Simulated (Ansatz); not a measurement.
Correlation energies of BClH$_{4}$Si, SMILES `[SiH3]BCl` by basis set

```xyz
7

Si    0.224    0.445   -0.710
B    -0.286   -0.693    0.875
Cl   -0.684    0.014    2.413
H     1.593    0.062   -1.156
H     0.198    1.900   -0.412
H    -0.713    0.159   -1.833
H    -0.333   -1.886    0.823
```

Charge 0, multiplicity 1. The structure was optimised at the PBE0-D4/def2-TZVP level. Frozen core, restricted reference, the Gaussian-basis code of Ansatz. CBS rows extrapolate triple and quadruple zeta.

| basis | HF (Eh) | MP2 corr. | CCSD corr. | (T) | CCSD(T) total |
| --- | --- | --- | --- | --- | --- |
| def2-SVP | -775.20168 | -0.31943 | -0.36803 | -0.00933 | -775.57904 |
| def2-TZVPP | -775.48963 | -0.41645 | -0.46738 | -0.01809 | -775.97510 |
| def2-QZVPP | -775.51244 | -0.45143 | -0.49753 | -0.02071 | -776.03068 |
| CBS(def2) | -775.51558 | -0.47734 | -0.51985 | -0.02265 | -776.05808 |
| cc-pV(D+d)Z | -775.47000 | ? | -0.37475 | -0.00993 | ? |
| cc-pV(T+d)Z | -775.50285 | ? | ? | ? | ? |
| cc-pV(Q+d)Z | -775.51152 | -0.45076 | -0.49699 | -0.02066 | -776.02917 |
| CBS(cc) | -775.51414 | -0.47559 | -0.51849 | -0.02250 | -776.05513 |

(1) Fill in the withheld values. (Best estimate.)

Results:

(1) The calculation gave: cc-pV(D+d)Z MP2 corr.: -0.32376; cc-pV(D+d)Z CCSD(T) total: -775.85468; cc-pV(T+d)Z MP2 corr.: -0.41588; cc-pV(T+d)Z CCSD corr.: -0.46679; cc-pV(T+d)Z (T): -0.01808; cc-pV(T+d)Z CCSD(T) total: -775.98772.
